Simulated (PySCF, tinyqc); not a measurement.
Inside a calculation. Method: FCI on RHF in the sto-3g basis, frozen core, for HF, spin multiplicity 1. The lowest restricted solution is unstable here: a spin-polarised one lies 0.0158 hartree lower (PySCF). One step of it, computed by the program tinyqc.

Task: FCI: roots. Diagonalise (each vector has its largest component positive (the first on a tie)); all determinants have Ms = 0, so triplets appear too. The lowest singlet root is the correlation energy.

Occupation strings over the orbitals (2 doubly, a alpha, b beta, 0 empty; spin orbitals ordered 1a 1b 2a 2b ...): 222220 2222ab 2a222b 2222ba 2b222a 222202 2a22b2 222022 220222 2b22a2 202222

H - E(HF) between determinants (hartree):
```
           222220     2222ab     2a222b     2222ba     2b222a     222202     2a22b2     222022
222220   0.000000   0.000000   0.000000   0.000000   0.000000   0.244086  -0.031182   0.028512
2222ab   0.000000   0.366944  -0.008917  -0.244086  -0.031182   0.059237   0.073232   0.023448
2a222b   0.000000  -0.008917   1.175981  -0.031182  -0.091279  -0.073232  -0.223738   0.024802
2222ba   0.000000  -0.244086  -0.031182   0.366944  -0.008917  -0.059237  -0.028927  -0.023448
2b222a   0.000000  -0.031182  -0.091279  -0.008917   1.175981   0.073232   0.081885  -0.024802
222202   0.244086   0.059237  -0.073232  -0.059237   0.073232   0.776556   0.058586   0.033289
2a22b2  -0.031182   0.073232  -0.223738  -0.028927   0.081885   0.058586   1.612666   0.024196
222022   0.028512   0.023448   0.024802  -0.023448  -0.024802   0.033289   0.024196   0.797331
220222   0.028512   0.023448   0.024802  -0.023448  -0.024802   0.033289   0.024196   0.053770
2b22a2   0.031182  -0.028927   0.081885   0.073232  -0.223738  -0.058586  -0.128303  -0.024196
202222   0.091279   0.081885   0.024843  -0.081885  -0.024843   0.128303   0.094545   0.190794

           220222     2b22a2     202222
222220   0.028512   0.031182   0.091279
2222ab   0.023448  -0.028927   0.081885
2a222b   0.024802   0.081885   0.024843
2222ba  -0.023448   0.073232  -0.081885
2b222a  -0.024802  -0.223738  -0.024843
222202   0.033289  -0.058586   0.128303
2a22b2   0.024196  -0.128303   0.094545
222022   0.053770  -0.024196   0.190794
220222   0.797331  -0.024196   0.190794
2b22a2  -0.024196   1.612666  -0.094545
202222   0.190794  -0.094545   2.633724
```

Give: lowest roots of this matrix, relative to E(HF); lowest vectors; <S^2> of these roots; weight of the ground state by excitation level 0, 1, 2, ....

Result:

lowest roots of this matrix, relative to E(HF) (hartree): -0.0754  0.1201  0.5717  0.7436  0.7697  0.8687  1.0401  1.1369

lowest vectors:
```
         root 1   root 2   root 3   root 4
222220   0.9586   0.0000  -0.1073   0.0000
2222ab   0.0243   0.7063   0.6717   0.0000
2a222b  -0.0091   0.0264  -0.0736   0.0000
2222ba  -0.0243   0.7063  -0.6717   0.0000
2b222a   0.0091   0.0264   0.0736   0.0000
222202  -0.2786   0.0000  -0.2530   0.0000
2a22b2   0.0240  -0.0202  -0.0652   0.0000
222022  -0.0174   0.0000  -0.0345   0.7071
220222  -0.0174   0.0000  -0.0345  -0.7071
2b22a2  -0.0240  -0.0202   0.0652   0.0000
202222  -0.0196   0.0000  -0.0187   0.0000
```

<S^2> of these roots: 0.0000  2.0000  0.0000  0.0000  0.0000  0.0000  2.0000  0.0000

weight of the ground state by excitation level 0, 1, 2, ...: 0.9189  0.0013  0.0797
